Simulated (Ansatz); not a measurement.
# UBCCD(T)/6-31G(d) (spherical functions) run of NH2 (SMILES [NH2])

Aim: the vertical doublet–quartet gap of NH2 at UBCCD(T)/6-31G* (spherical functions), from 2 runs. 

The results are computed with Ansatz 0.2.0.

48 further runs of the same task are left out: 48 set aside as unsound or not needed.

## (1) The structure to begin with

NH2 has 3 atoms, charge 0, and is taken as a doublet. As SMILES, `[NH2]`. The coordinates come from a GFN2-xTB relaxation.

Bond lengths: N1–H2 1.014 Å, N1–H3 1.014 Å. Angles: H2–N1–H3 110.0°.

## (2) A single-point energy at UBCCD(T)/6-31G(d) (spherical functions)

The input, input.yaml:

```yaml
crystal:
  periodic: [false, false, false]
  atoms:
    - {symbol: N, position_ang: [0.307180, -0.182210, 0.151440]}
    - {symbol: H, position_ang: [0.155580, 0.820260, 0.174790]}
    - {symbol: H, position_ang: [-0.462760, -0.638040, -0.326220]}
basis:
  gaussian: {orbitals: 6-31G_st_-spherical.json}
magnetization: {spin_polarized: true, initial_magnetization: 1}
correlation: {method: bccd_t, frozen_orbitals: {H: 0, "N": 1}}
accuracy: high
scf: {omitted_lower_state_checks: [cluster_reference, increment]}
```

The basis set 6-31G* is read from a file made from the Basis Set Exchange's data (not shown).

Command:

```sh
$ ansatz run input.yaml --threads 1 --pin off --max-ram 2610MiB --events-out events.jsonl --progress --plain --runs-dir runs
```

The log of the run, shortened:

```text
Warning: RAYON_NUM_THREADS=1 ignored (pool sized by the plan → 1); use --threads N
Functional definition: HF
  name "HF"
[...]
330 factors; integrals over basis functions are off by at most 4.2e-9 eV
[...]
mean field -1511.75800501 eV, -55.5560819777 hartree, gradient 8.5e-8 eV, S^2 0.757775; 0 other end points of the search recorded, 0 dependent functions left out
1 core orbitals not correlated: weight in the atoms' cores, before any rotation towards them, 1.000 or more for the frozen orbitals, at most 0.000 for the correlated occupied ones
reference -1511.75800501 eV, -55.5560819777 hartree; 4, 3 occupied and 13, 14 virtual orbitals, 330 factors
second order -3.56886946 eV of doubles, -0.00000000 eV of singles
cycle   1  -3.94439622 eV  change   -3.8e-1 eV  update   3.5e-2
[...]
cycle  21  -4.07587248 eV  change   5.0e-11 eV  update  2.1e-10
perturbative correction -0.04767124 eV, -0.0017518858 hartree
Total energy: -1515.88154873 eV, -55.7076194143 hartree
Checks for a lower state left out: cluster_reference, increment
```

Wall time 0.42 s (1 thread of Arm Neoverse V1, shared host).

## (3) The quartet, same level

The input, run.yaml:

```yaml
crystal:
  periodic: [false, false, false]
  atoms:
    - symbol: N
      position_ang: [0.307180, -0.182210, 0.151440]
    - symbol: H
      position_ang: [0.155580, 0.820260, 0.174790]
    - symbol: H
      position_ang: [-0.462760, -0.638040, -0.326220]
basis:
  gaussian:
    orbitals: 6-31G_st_-spherical.json
scf:
  omitted_lower_state_checks: [cluster_reference, increment]
magnetization:
  spin_polarized: true
  initial_magnetization: 3
accuracy: high
correlation:
  method: bccd_t
  frozen_orbitals: {H: 0, "N": 1}
```

The basis set 6-31G* is read from a file made from the Basis Set Exchange's data (not shown).

Command:

```sh
$ ansatz run run.yaml --threads 1 --pin off --max-ram 2610MiB --events-out events.jsonl --progress --plain --runs-dir runs
```

The log of the run, shortened:

```text
Warning: RAYON_NUM_THREADS=1 ignored (pool sized by the plan → 1); use --threads N
[... 2 set-up lines as earlier in the session ...]
[...]
330 factors; integrals over basis functions are off by at most 4.2e-9 eV
[...]
mean field -1504.16883975 eV, -55.2771852984 hartree, gradient 1.9e-8 eV, S^2 3.756080; 2 other end points of the search recorded, 0 dependent functions left out
1 core orbitals not correlated: weight in the atoms' cores, before any rotation towards them, 1.000 or more for the frozen orbitals, at most 0.000 for the correlated occupied ones
reference -1504.16883975 eV, -55.2771852984 hartree; 5, 2 occupied and 12, 15 virtual orbitals, 330 factors
second order -2.85006111 eV of doubles, -0.00000000 eV of singles
cycle   1  -3.25602296 eV  change   -4.1e-1 eV  update   3.9e-2
[...]
cycle  23  -3.40135242 eV  change  -4.5e-10 eV  update  6.4e-10
perturbative correction -0.05340766 eV, -0.0019626952 hartree
Total energy: -1507.62359982 eV, -55.4041453896 hartree
Checks for a lower state left out: cluster_reference, increment
```

Wall time 0.46 s (1 thread of Arm Neoverse V1, shared host).

## (4) Outcome

At UBCCD(T)/6-31G* (spherical functions), 1 core orbital frozen:

| quantity | value |
| --- | --- |
| doublet: total energy | -55.70762 Eh |
| doublet: correlation energy (1 core orbital frozen) | -151.5 mEh |
| doublet: (T) correction | -1.75 mEh |
| doublet: ⟨S²⟩ of the reference determinant | 0.758 |
| quartet: total energy | -55.40415 Eh |
| quartet: correlation energy (1 core orbital frozen) | -127.0 mEh |
| quartet: (T) correction | -1.96 mEh |
| quartet: ⟨S²⟩ of the reference determinant | 3.756 |
| vertical energy of the quartet above the doublet | 8.258 eV |

What this shows: At this shape the quartet lies 8.26 eV (190 kcal/mol) above the doublet. The triples (doublet) make up 1.2 % of the correlation energy. The triples (quartet) make up 1.5 % of the correlation energy.
